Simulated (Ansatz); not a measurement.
# C2H3ClF2: up Jacob's ladder to CCSD(T)

One table from this session's results is given with a row withheld; the runs are named, their logs left out.

Method: functionals in def2-TZVPP, the program's frozen cores in correlated methods; program: Ansatz 0.2.0, Gaussian basis.

Levels to be run: LDA (SPW92), PBE-D4, revPBE-D4, BLYP-D4, r2SCAN-D4, B97M-V, PBE0-D4, B3LYP-D4, r2SCANh-D4, r2SCAN0-D4, HSE06-D4, BHLYP-D4, CAM-B3LYP-D4, LC-ωPBE, ωB97X-V, ωB97M-V, B2PLYP, PBE-QIDH; CCSD(T)/def2-SVP; CCSD(T)/def2-TZVPP; MP2/def2-QZVPP; extrapolation to the limit; RPA on PBE.

## Structure used throughout

An earlier PBE0-D4 in a triple-zeta def2 set relaxation fixed the geometry.

SMILES `CC(F)(F)Cl`, 8 atoms, charge 0, spin multiplicity 1.

Atoms are counted from 1 here; the program's logs count them from 0.

Bond lengths: C1–C2 1.499 Å, C1–H6 1.089 Å, C1–H7 1.091 Å, C1–H8 1.089 Å, C2–F3 1.343 Å, C2–F4 1.343 Å, C2–Cl5 1.781 Å. Angles: C2–C1–H6 109.7°, C2–C1–H7 108.3°, C2–C1–H8 109.7°, H6–C1–H7 109.7°, H6–C1–H8 109.6°, H7–C1–H8 109.7°, C1–C2–F3 111.0°, C1–C2–F4 111.0°, C1–C2–Cl5 112.0°, F3–C2–F4 106.8°, F3–C2–Cl5 107.9°, F4–C2–Cl5 107.9°.

As a file:

```mol
C2H3ClF2
  3D, bonds by distance, orders not assigned

  8  7  0  0  0  0  0  0  0  0999 V2000
   -0.5805   -0.3128    0.4702 C   0  0
    0.5366    0.1726   -0.4029 C   0  0
    1.7255    0.0072    0.1995 F   0  0
    0.5838   -0.5182   -1.5536 F   0  0
    0.3644    1.8986   -0.8080 Cl  0  0
   -0.5896    0.2499    1.4020 H   0  0
   -0.4168   -1.3710    0.6807 H   0  0
   -1.5312   -0.1834   -0.0438 H   0  0
  1  2  8  0
  2  3  8  0
  2  4  8  0
  2  5  8  0
  1  6  8  0
  1  7  8  0
  1  8  8  0
M  END
```

Set-up of the first run:

in.yaml reads:

```yaml
crystal:
  periodic: [false, false, false]
  atoms:
    - {symbol: C, position_ang: [-0.580477, -0.312824, 0.470182]}
    - {symbol: C, position_ang: [0.536630, 0.172637, -0.402853]}
    - {symbol: F, position_ang: [1.725505, 0.007235, 0.199479]}
    - {symbol: F, position_ang: [0.583813, -0.518182, -1.553560]}
    - {symbol: Cl, position_ang: [0.364437, 1.898593, -0.808009]}
    - {symbol: H, position_ang: [-0.589641, 0.249859, 1.401950]}
    - {symbol: H, position_ang: [-0.416823, -1.371037, 0.680705]}
    - {symbol: H, position_ang: [-1.531245, -0.183380, -0.043795]}
basis:
  gaussian: {orbitals: def2-TZVPP}
hamiltonian: {xc: lda}
output: {orbitals: {seedname: orbitals}}
```

Launch:

```bash
> ansatz run in.yaml --threads 2 --pin off --events-out ev --progress --plain --max-ram 4352MiB
```

Among the steps run: LDA; PBE-D4 (GGA); revPBE-D4 (GGA); BLYP-D4 (GGA); r2SCAN-D4 (meta-GGA); B97M-V (meta-GGA); PBE0-D4 (hybrid); B3LYP-D4 (hybrid); r2SCANh-D4 (hybrid); r2SCAN0-D4 (hybrid); HSE06-D4 (hybrid); BHLYP-D4 (hybrid); CAM-B3LYP-D4 (range-separated); LC-ωPBE (range-separated); ωB97X-V (range-separated); ωB97M-V (range-separated); B2PLYP (double hybrid); PBE-QIDH (double hybrid).

One table of the session follows, with a row left open; its other results are not shown here.

It belongs to the step «Frontier levels by functional». 

| functional | HOMO (eV) | LUMO (eV) | gap (eV) |
| --- | --- | --- | --- |
| LDA (SPW92) | -7.96 | -0.90 | 7.05 |
| PBE-D4 | -7.80 | -0.65 | 7.15 |
| revPBE-D4 | -7.73 | -0.54 | 7.19 |
| BLYP-D4 | -7.66 | -0.58 | 7.08 |
| r2SCAN-D4 | -8.17 | -0.38 | 7.79 |
| B97M-V | -8.29 | -0.28 | 8.01 |
| PBE0-D4 | ? | ? | ? |
| B3LYP-D4 | -9.03 | 0.17 | 9.20 |
| r2SCANh-D4 | -8.72 | 0.04 | 8.76 |
| r2SCAN0-D4 | -9.54 | 0.67 | 10.21 |
| HSE06-D4 | -8.89 | 0.11 | 9.01 |
| BHLYP-D4 | -10.68 | 1.70 | 12.38 |
| CAM-B3LYP-D4 | -10.76 | 1.67 | 12.42 |
| LC-ωPBE | -12.21 | 3.00 | 15.21 |
| ωB97X-V | -11.81 | 2.89 | 14.70 |
| ωB97M-V | -11.63 | 2.75 | 14.39 |

Q: Estimate the row for PBE0-D4 from the others.

**Answer.** HOMO (eV): -9.30; LUMO (eV): 0.50; gap (eV): 9.81. In the column «HOMO (eV)» it lies between r2SCAN0-D4 (-9.54) and B3LYP-D4 (-9.03).
